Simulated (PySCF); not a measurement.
Gas-phase reaction: NO + O ⇌ NO₂

Energies from PySCF (xtb for GFN2), thermal terms from the rigid-rotor harmonic-oscillator model, ideal gas at 1 bar. 'Table' is the NASA 1993 thermochemical table (part measured, part estimated). † marks an energy on the PBE0/def2-TZVP geometry and frequencies; other levels use their own. 6-31G* has spherical d functions here. Open shells (unrestricted): NO (multiplicity 2), O (multiplicity 3), NO₂ (multiplicity 2). GFN2 has no spin-polarisation term. Spin-orbit splitting is ignored; it lowers the true energy and changes the entropy of NO, O.

Levels: a) ωB97M-V/def2-TZVP†; b) r2SCAN/def2-TZVP†; c) GFN2-xTB; d) HF/def2-TZVP†; e) HF/6-31G*.

Problem. Order the levels by the distance of their ΔH°(298 K) from the table for this reaction, closest first.

Solution. a (+1 kJ), b (-47 kJ), d (+305 kJ), e (+315 kJ), c (-500 kJ)

The table gives -306 kJ. The order holds for this reaction alone, and for the 1993 entries, some of which have been revised since.
